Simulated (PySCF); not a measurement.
Compound: (CH3)3CCH2F, C₅H₁₁F.
SMILES with atom numbers: `[CH3:1][C:2]([CH3:3])([CH3:4])[CH2:5][F:6]` (hydrogens: H7, H8, H9 on C1; H10, H11, H12 on C3; H13, H14, H15 on C4; H16, H17 on C5)

Cartesian coordinates in Å at the PBE0-D3(BJ)/def2-SVP level; atoms count from 1:
```
atom  x, y, z in Å
C1    -0.6180    0.5918   -1.2827
C2    -0.0049   -0.0072   -0.0179
C3    -0.8875   -1.1374    0.5136
C4     1.4010   -0.5345   -0.3084
C5     0.0816    1.0962    1.0303
F6     0.6312    0.6261    2.1998
H7    -0.7080   -0.1755   -2.0672
H8     0.0026    1.4082   -1.6857
H9    -1.6268    0.9924   -1.0925
H10   -0.4856   -1.5338    1.4575
H11   -0.9435   -1.9644   -0.2111
H12   -1.9141   -0.7846    0.7032
H13    1.8747   -0.9053    0.6122
H14    1.3672   -1.3608   -1.0352
H15    2.0437    0.2569   -0.7266
H16   -0.9241    1.4930    1.2571
H17    0.7102    1.9276    0.6644
```

Level of theory: TDDFT PBE0/def2-SVPD, vertical, gas phase, core orbitals frozen in the response in PySCF.

Ground-to-excited transition dipoles (e·a0, same axes as the geometry; the sign carries no meaning), for the states with f of 0.002 or more among the lowest 7:

```json
{"state": "S1", "E (eV)": "8.448", "μx": "0.061", "μy": "-0.510", "μz": "-0.203"}
{"state": "S2", "E (eV)": "8.663", "μx": "-0.596", "μy": "-0.158", "μz": "0.217"}
{"state": "S3", "E (eV)": "8.921", "μx": "0.196", "μy": "-0.324", "μz": "0.294"}
{"state": "S4", "E (eV)": "9.132", "μx": "0.035", "μy": "0.025", "μz": "0.113"}
{"state": "S5", "E (eV)": "9.188", "μx": "-0.207", "μy": "-0.056", "μz": "0.076"}
{"state": "S6", "E (eV)": "9.385", "μx": "-0.105", "μy": "-0.028", "μz": "0.037"}
{"state": "S7", "E (eV)": "9.504", "μx": "-0.071", "μy": "-0.051", "μz": "-0.226"}
```

(1) Work out the oscillator strengths.

(2) Which bond between heavy atoms lies closest to the direction of the S2 transition dipole?

(3) What angle do the transition dipoles of S2 and S7 make?

(4) What peak molar absorption coefficient would the strongest computed level give as a lone Gaussian band 0.5 eV wide at half height?

Results:

(1) f = (2/3) ΔE |μ|² with ΔE in hartree (27.2114 eV).

```json
{"state": "S1", "|μ|² (au)": "0.305", "|μ| (D)": "1.40", "f": "0.063"}
{"state": "S2", "|μ|² (au)": "0.427", "|μ| (D)": "1.66", "f": "0.091"}
{"state": "S3", "|μ|² (au)": "0.229", "|μ| (D)": "1.22", "f": "0.050"}
{"state": "S4", "|μ|² (au)": "0.015", "|μ| (D)": "0.31", "f": "0.003"}
{"state": "S5", "|μ|² (au)": "0.052", "|μ| (D)": "0.58", "f": "0.012"}
{"state": "S6", "|μ|² (au)": "0.013", "|μ| (D)": "0.29", "f": "0.003"}
{"state": "S7", "|μ|² (au)": "0.059", "|μ| (D)": "0.62", "f": "0.014"}
```

(2) C2–C3 and C2–C4, at 35° from it; next C1–C2, C2–C5 and C5–F6 at 90°.

(3) |cos θ| = |μa·μb| / (|μa| |μb|) = 0.01, so θ ≈ 90° (taken between 0 and 90°, since the signs are arbitrary).

(4) ε(max) = 2.175×10⁸ f / FWHM, with the width in cm⁻¹. S2: 2.175×10⁸ × 0.0906 / 4033 ≈ 4900 L mol⁻¹ cm⁻¹.

The vertical ionisation energy (ΔSCF) is 10.97 eV, 1.46 eV above S7.

The run took 2.4 min of wall time on an Arm Neoverse V1 with one thread, no GPU, on a shared host.

Without π bonds the low states may be Rydberg-like; a valence basis with one diffuse set may place them up to an eV too high.
